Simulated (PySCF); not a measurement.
Species: C₃H₈N (doublet state).
Structure used (PBE0-D3(BJ)/def2-SVP), in Å, numbered top down from 1:
```xyz
12
C3H8N angstrom
C      1.393    0.624    0.748
C      0.571    0.505   -0.481
C     -0.435   -0.642   -0.441
N     -1.339   -0.502    0.683
H      0.982    0.276    1.699
H      2.323    1.197    0.747
H      0.009    1.450   -0.659
H      1.212    0.396   -1.374
H      0.117   -1.590   -0.318
H     -0.939   -0.702   -1.430
H     -1.943   -1.315    0.767
H     -1.949    0.303    0.550
```

The hyperfine couplings belong to this conformer and change with its torsions.

As a line formula: `C(CN)[CH2]` [radical].

The calculation used UKS B3LYP, IGLO-III on C N, pcH-1 on H, non-relativistic, mean-field spin-orbit, GIAO in PySCF. Geometry: PBE0-D3(BJ)/def2-SVP, one conformer, isolated molecule. Stability of the SCF solution: not tested.

(1) Give the principal g shifts and their parts.

(2) At 93.905 GHz, how far is the centre of the isotropic spectrum from where a free electron (g = 2.002319) resonates?

(3) What effective moment and Curie constant follow for a powder?

(4) In a frozen sample, at which fields do the three g values resonate at 9.5, 34, 94 and 263 GHz (hyperfine left aside), and which band first spreads them over more than twice a line width of 0.5 mT?

Answers

(1) 
| Δg (ppm) | 1 | 2 | 3 |
| --- | --- | --- | --- |
| relativistic mass correction | -132 | -132 | -132 |
| gauge correction | 7 | 34 | 24 |
| orbital Zeeman/spin–orbit | 7 | 551 | 678 |
| total | -118 | 453 | 571 |

So g = 2.00220, 2.00277, 2.00289 and g_iso = 2.00262; the tensor is rhombic: the two nearest values differ by 17 % of g3 − g1. 

(2) B = hν/(g μB) with μB/h = 13.99624 MHz/mT gives 3350.76 mT for the free electron and 3350.26 mT at g_iso, 0.50 mT lower.

(3) With the mean of g² = 4.0105 and S(S+1) = 0.75: μ_eff = √(⟨g²⟩S(S+1)) = 1.734 μB and χT = 0.12505·⟨g²⟩·S(S+1) = 0.376 cm³ K/mol (cgs; spin-Hamiltonian part alone).

(4) 
| band | GHz | B(g3) mT | B(g2) mT | B(g1) mT | spread mT |
| --- | --- | --- | --- | --- | --- |
| X | 9.5 | 338.89 | 338.91 | 339.00 | 0.12 |
| Q | 34.0 | 1212.86 | 1212.93 | 1213.28 | 0.42 |
| W | 94.0 | 3353.20 | 3353.40 | 3354.35 | 1.15 |
| J | 263.0 | 9381.82 | 9382.37 | 9385.05 | 3.23 |

The spread grows in proportion to the frequency. W band is the first where it exceeds 1.0 mT.

The Mulliken spin populations are largest on C1 (+1.10), C2 (-0.10) and H7 (+0.07). C1 is the only atom above +0.15. The positive populations add up to 1.20 and the negative ones to -0.20, together 2S = 1. The angles at C1 add up to 359.2°, so it is planar; its axial dipolar tensor and the negative couplings of its protons fit spin in a p orbital normal to that plane.

The HOMO–LUMO gaps are 6.14 eV among the α and 5.24 eV among the β orbitals.
